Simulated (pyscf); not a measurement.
Thermochemistry of product channels of `[SiH3][SiH3]` + `[Cl][Cl]` on the singlet surface, in kJ/mol, from CCSD(T)/def2-TZVPP + ΔMP2(QZVPP) energies (ideal gas, 1 atm, RRHO with modes under 100 cm⁻¹ raised to 100, one conformer, R ln 2 for chiral ones without a mode under 150 cm⁻¹). Structures and frequencies: ωB97X-D3(BJ)/def2-SVP in PySCF. MP2 and CC: frozen core, UHF for open shells. ΔMP2 is the change of the MP2 total energy from the triple- to the quadruple-zeta basis.

```tsv
products	ΔE	ΔH(298 K)	ΔG(298 K)	ΔG(1200 K)
`[SiH3][SiH2][Cl]` + `[ClH]`	-262.9	-260.6	-264.1	(withheld)
`[SiH3][Cl]` + `[SiH3][Cl]`	-354.6	-350.0	-351.3	(withheld)
```

Problem. Complete the blanks.

Solution. 
- `[SiH3][SiH2][Cl]` + `[ClH]`, ΔG(1200 K): -276.4
- `[SiH3][Cl]` + `[SiH3][Cl]`, ΔG(1200 K): -348.0

These are energies of the channels, which say nothing of barriers. The CCSD(T) − MP2 part came from Ansatz, without density fitting, on the same reference.
